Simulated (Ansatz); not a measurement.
An input meant for the cluster Mg2H2 (charge 0, singlet).

```yaml
crystal:
  periodic: [false, false, false]
  atoms:
    - {symbol: Mg, position_ang: [-1.428834, 0.196418, 0.033489]}
    - {symbol: Mg, position_ang: [1.428488, -0.198392, -0.036431]}
    - {symbol: H, position_ang: [-3.145896, 0.435677, 0.078460]}
    - {symbol: H, position_ang: [3.146243, -0.433703, -0.075517]}
basis:
  gaussian: {orbitals: aug-cc-pVDZ}
total_charge: 3
magnetization: {spin_polarized: true, initial_magnetization: 1}
hamiltonian: {xc: {name: wPBEh}}
scf: {omitted_lower_state_checks: [starts]}
output: {forces: true}
```

```sh
$ ansatz run in.yaml --threads 4 --pin off --events-out ev --progress --plain --max-ram 3916MiB
```

Shortened log:

```
Functional definition: wPBEh
692 factors; integrals over basis functions are off by at most 5.5e-4 eV
131 factors; integrals over basis functions are off by at most 2.3e-5 eV
mean field evaluation 1: about -10870.2639 eV, gradient 1.1e1 eV
mean field evaluation 2: about -10866.7552 eV, gradient 1.6e1 eV
mean field evaluation 4: about -10873.8463 eV, gradient 1.9e0 eV
mean field evaluation 8: about -10874.0285 eV, gradient 1.1e-1 eV
mean field evaluation 16: about -10874.0288 eV, gradient 1.2e-5 eV
mean field -10874.02877155 eV, -399.6131866730 hartree, gradient 1.2e-5 eV, S^2 1.556997; 0 other end points of the search recorded, 0 dependent functions left out
reference -10874.02882828 eV, -399.6131887578 hartree; 12, 11 occupied and 60, 61 virtual orbitals, 692 factors
Total energy: -10874.02882828 eV, -399.6131887578 hartree
Atom 0 at    -1.428834     0.196418     0.033489 Å, force    -0.236063     0.030139     0.002124 eV/Å
Atom 1 at     1.428488    -0.198392    -0.036431 Å, force     0.235237    -0.035026    -0.009403 eV/Å
Atom 2 at    -3.145896     0.435677     0.078460 Å, force    -2.160183     0.300962     0.056514 eV/Å
Atom 3 at     3.146243    -0.433703    -0.075517 Å, force     2.161009    -0.296075    -0.049235 eV/Å
Dipole moment:     0.000013     0.000060     0.000090 e Å
Checks for a lower state left out: starts
```

In this input the charge is far from what the species holds (3 typed, 0 meant). The run converged. The result belongs to that input, not to the species as meant.

The charge 3 doublet is spin-contaminated (final ⟨S²⟩ up to 1.56, 0.75 for a pure state).
